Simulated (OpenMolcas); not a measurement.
BN (boron nitride): the vertical energy of the singlet above the triplet from total energies

The species is BN (2 atoms), meant as a triplet with charge 0. As SMILES, `B#N`. The shape is that of a PBE0-D4/def2-TZVP optimisation.

```xyz
2

B     0.0000    0.0000   -0.0235
N     0.0000    0.0000    1.2919
```

Both states at this one shape; open shells run unrestricted unless said. 1 Eh = 27.2114 eV.

```
         level     program  triplet BN (Eh)  singlet BN (Eh)
    UHF/STO-3G  OpenMolcas       -77.943590       -77.836107
   UPBE/STO-3G  OpenMolcas       -78.257466       -78.254071
UM06-2X/STO-3G  OpenMolcas       -78.359028       -78.329365
```

Q: Work out the vertical gap, second state less first, at each level.

A: 
1. UHF/STO-3G: -77.836107 − (-77.943590) = 0.107483 Eh = 2.92 eV.
2. UPBE/STO-3G: -78.254071 − (-78.257466) = 0.003395 Eh = 0.09 eV.
3. UM06-2X/STO-3G: -78.329365 − (-78.359028) = 0.029663 Eh = 0.81 eV.

No measured value is set beside it here; the levels span 0.09 to 2.92 eV. Hartree–Fock favours the state with fewer electron pairs, since it lacks pair correlation. Minimal sets are far from the basis-set limit. The first state is spin-contaminated at UHF/STO-3G (⟨S²⟩ = 2.15).
